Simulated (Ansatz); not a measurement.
# Al2H (quartet): from Hartree-Fock to the top rungs at distance Al1–Al2 = 7.967 Å, 6-31G

How much of the correlation energy of Al2H (quartet) does each wave-function method recover here?

Program: Ansatz 0.2.0, Gaussian basis. Level of theory: 6-31G, core rule «outside noble gas», up to 10 orbitals frozen. These are calculated values, not measurements.

The runs, in order: UHF; CCSD(T) on ROHF; CCSD(T) on UHF; BCCD(T) on ROHF; CISD; CCSDT(Q) on ROHF; CCSDT(Q) on UHF; CISDTQ; CCSDTQ on ROHF; CCSDTQ on UHF; CASSCF and MRCISD+Q, 5 electrons in 5 orbitals; CASSCF and NEVPT2, 5 electrons in 5 orbitals; CASSCF and MRCISD+Q, 7 electrons in 9 orbitals; CASSCF and NEVPT4(SD), 7 electrons in 9 orbitals; CASSCF and NEVPT2, 7 electrons in 9 orbitals; Full CI; Full CI in the symmetry of the determinant.

20 further runs of the same task are left out: 18 that didn't finish, 2 set aside as unsound or not needed.

### Step 1. The system

The geometry derives from a PBE0/def2-TZVP stationary point (not a proven minimum). One bond is set to the value named and the two fragments are kept rigid.

3 atoms, charge 0, spin multiplicity 4.

Atoms are counted from 1 here; the program's logs count them from 0.

Bond lengths: Al1–H3 1.583 Å.

### Step 2. UHF

File in.yaml:

```yaml
crystal:
  periodic: [false, false, false]
  atoms:
    - {symbol: Al, position_ang: [0.000000, 0.000000, -2.127918]}
    - {symbol: Al, position_ang: [0.000000, 0.000000, 5.839082]}
    - {symbol: H, position_ang: [0.000000, 0.000000, -3.711165]}
basis:
  gaussian: {orbitals: 6-31G}
magnetization: {spin_polarized: true, initial_magnetization: 3}
hamiltonian: {xc: hf}
output: {orbitals: {seedname: orbitals}}
```

Run with:

```
$ ansatz run in.yaml --threads 1 --pin off --events-out ev --progress --plain --max-ram 2393MiB
```

Further steps of the session: CCSD(T) on ROHF; CCSD(T) on UHF; BCCD(T) on ROHF; CISD; CCSDT(Q) on ROHF; CCSDT(Q) on UHF; CISDTQ; CCSDTQ on ROHF; CCSDTQ on UHF; CASSCF and MRCISD+Q, 5 electrons in 5 orbitals; CASSCF and NEVPT2, 5 electrons in 5 orbitals; CASSCF and MRCISD+Q, 7 electrons in 9 orbitals; CASSCF and NEVPT4(SD), 7 electrons in 9 orbitals; CASSCF and NEVPT2, 7 electrons in 9 orbitals; Full CI; Full CI in the symmetry of the determinant.

Q: Predict the results of all the runs planned. Wanted: FCI below the RHF energy; RMP2 from FCI; UMP2 from FCI; RCCSD from FCI; RCCSD(T) from FCI; UCCSD(T) from FCI; RCCSDT(Q) from FCI; UCCSDT(Q) from FCI; NEVPT2 pair from FCI.

The runs gave:

| quantity | value |
| --- | --- |
| FCI below the RHF energy | -1.5841 eV |
| RMP2 from FCI | +14.75 kcal/mol |
| UMP2 from FCI | +14.62 kcal/mol |
| RCCSD from FCI | +0.43 kcal/mol |
| RCCSD(T) from FCI | +0.16 kcal/mol |
| UCCSD(T) from FCI | +0.14 kcal/mol |
| RCCSDT(Q) from FCI | 0.00 kcal/mol |
| UCCSDT(Q) from FCI | -0.01 kcal/mol |
| NEVPT2 pair from FCI | +11.01 kcal/mol |
| MRCISD+Q pair from FCI | -0.59 kcal/mol |
| NEVPT2 valence from FCI | +3.29 kcal/mol |
| levels within 1 kcal/mol (43 meV) | RCCSD, UCCSD, RCCSD(T), UCCSD(T), BCCD(T), RCCSDT, UCCSDT, CISDTQ, RCCSDT(Q), UCCSDT(Q), RCCSDTQ, UCCSDTQ, MRCISD pair, MRCISD+Q pair, NEVPT4(SD) valence, MRCISD valence, MRCISD+Q valence |
| T1 diagnostic | 0.020 |
| effectively unpaired electrons | 3.06 |

RCCSD(T) misses by +0.16 kcal/mol, 0.4 % of the correlation energy. MRCISD+Q pair falls below full CI: the +Q correction isn't variational, and the cores differ from full CI's. One determinant dominates. Of the multireference levels listed MRCISD+Q valence comes nearest in total energy (+0.04 kcal/mol), which doesn't show that its space is the better one. These misses are within one basis, not against nature; the frozen cores of restricted and unrestricted runs differ, which can shift their rows.
